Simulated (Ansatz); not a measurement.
Method: Ansatz (a quantum-chemistry and plane-wave program) with r2SCAN-D4/def2-SVP. No frequencies were computed at this level.

Ansatz 0.2 input:
```yaml
crystal:
  periodic: [false, false, false]
  atoms:
    - { symbol: S, position_ang: [0.665238, -0.000003, -0.000002] }
    - { symbol: H, position_ang: [-0.665238, 0.000003, 0.000002] }
basis:
  gaussian: { orbitals: def2-svp }
hamiltonian:
  xc: r2scan
  dispersion: d4
relax:
  max_steps: 150
magnetization:
  spin_polarized: true
  initial_magnetization: 1
```

Output:

```
Functional definition: r2SCAN
222 factors; integrals over basis functions are off by at most 1.8e-4 eV
mean field evaluation 1: about -10845.9341 eV, gradient 4.9e0 eV
mean field evaluation 2: about -10846.0585 eV, gradient 2.7e0 eV
mean field evaluation 4: about -10846.0962 eV, gradient 1.2e-1 eV
mean field evaluation 8: about -10846.0949 eV, gradient 1.0e-3 eV
mean field evaluation 16: about -10846.0949 eV, gradient 7.9e-2 eV
mean field -10846.09491757 eV, -398.5866364736 hartree, gradient 4.3e-5 eV, S^2 0.754569; 3 other end points of the search recorded, 0 dependent functions left out
reference -10846.09492227 eV, -398.5866366461 hartree; 9, 8 occupied and 14, 15 virtual orbitals, 222 factors
relax step   1: F+E_penalty+E_count = -10846.09628777 eV  Δ(F+E_penalty+E_count) = +0.000e0 eV  max|allowed force component| = 6.441e-1 eV/Å  Δτ_max = 0.0000 Å  (44 SCF iters, accepted)
these checks for a lower state are left out or cut short: starts, cluster_reference, orbital_swaps, neighbouring_geometries, increment
222 factors; integrals over basis functions are off by at most 1.9e-4 eV
mean field -10846.10117370 eV, -398.5868663820 hartree, gradient 1.9e-5 eV, S^2 0.754587; 0 other end points of the search recorded, 0 dependent functions left out
reference -10846.10117842 eV, -398.5868665557 hartree; 9, 8 occupied and 14, 15 virtual orbitals, 222 factors
relax step   2: F+E_penalty+E_count = -10846.10254629 eV  Δ(F+E_penalty+E_count) = -6.259e-3 eV  max|allowed force component| = 2.386e-1 eV/Å  Δτ_max = 0.0071 Å  (29 SCF iters, accepted)
these checks for a lower state are left out or cut short: starts, cluster_reference, orbital_swaps, neighbouring_geometries, increment
222 factors; integrals over basis functions are off by at most 1.9e-4 eV
mean field evaluation 32: about -10846.1035 eV, gradient 2.9e-1 eV
mean field -10846.10222535 eV, -398.5869050293 hartree, gradient 1.8e-5 eV, S^2 0.754599; 0 other end points of the search recorded, 0 dependent functions left out
reference -10846.10223009 eV, -398.5869052037 hartree; 9, 8 occupied and 14, 15 virtual orbitals, 222 factors
relax step   3: F+E_penalty+E_count = -10846.10359938 eV  Δ(F+E_penalty+E_count) = -1.053e-3 eV  max|allowed force component| = 7.310e-3 eV/Å  Δτ_max = 0.0043 Å  (29 SCF iters, accepted)
222 factors; integrals over basis functions are off by at most 1.9e-4 eV
mean field -10846.10222535 eV, -398.5869050293 hartree, gradient 1.8e-5 eV, S^2 0.754599; 2 other end points of the search recorded, 0 dependent functions left out
reference -10846.10223009 eV, -398.5869052037 hartree; 9, 8 occupied and 14, 15 virtual orbitals, 222 factors
Total energy: -10846.10360412 eV, -398.5869556984 hartree
Atom 0 at     0.676682    -0.000003    -0.000002 Å, force     0.007310    -0.000000    -0.000000 eV/Å
Atom 1 at    -0.676682     0.000003     0.000002 Å, force    -0.007310     0.000000     0.000000 eV/Å
Dipole moment:    -0.224662     0.000001     0.000001 e Å
```

Cost: very roughly 3 core-seconds.
